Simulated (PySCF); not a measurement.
Gas-phase reaction: Al(CH₃)Cl₂ + C → AlCH₃ + CCl₂

Computed with PySCF and rigid-rotor harmonic-oscillator thermochemistry at 1 bar. † marks an energy on the PBE0/def2-TZVP geometry and frequencies. MP2 and CCSD(T) freeze the core. Open shells (unrestricted): C (multiplicity 3); the rest are closed-shell singlets. Spin-orbit splitting is ignored; it lowers the true energy and changes the entropy of C. Al(CH₃)Cl₂, AlCH₃: computed as isolated molecules; such fragments, hydroxides, amides, oligomers or adducts are transient or little studied in the gas. MP2 isn't extrapolated to the basis-set limit. CCSD(T) isn't extrapolated to the basis-set limit. Warning, large T1 diagnostic: CCl₂ (CCSD(T)/def2-TZVPP†).

BLYP/def2-TZVP† gives ΔH°(298 K) = 62 kJ.

### Question
What do ωB97M-V/def2-TZVP†, CCSD(T)/def2-TZVPP†, MP2/def2-SVP† give?

### Answer
ωB97M-V/def2-TZVP†: 113 kJ; CCSD(T)/def2-TZVPP†: 135 kJ; MP2/def2-SVP†: 174 kJ. For scale, ΔH°(298 K) is 62 kJ at this level, 113 kJ at ωB97M-V/def2-TZVP†, and runs from -2 to 329 kJ over the 19 levels computed.
